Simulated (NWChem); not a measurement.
# formaldehyde (CH2O); SMILES C=O

```xyz
4

C      0.0000     0.0000     0.5288
O      0.0000     0.0000    -0.6776
H      0.0000    -0.9379     1.1238
H      0.0000     0.9379     1.1238
```
Atoms are numbered in this order, from 1.

Program: NWChem. All runs use the structure optimised with B3LYP/6-31G* (spherical d). Ions are spin-unrestricted doublets at the neutral geometry; other ion states weren't tried.

Q: Predict the results for PBE/aug-cc-pVTZ. Quantities: vertical ionisation energy, ΔSCF (eV); −ε(HOMO) (eV).

A: vertical ionisation energy, ΔSCF (eV): 10.75
−ε(HOMO) (eV): 6.27
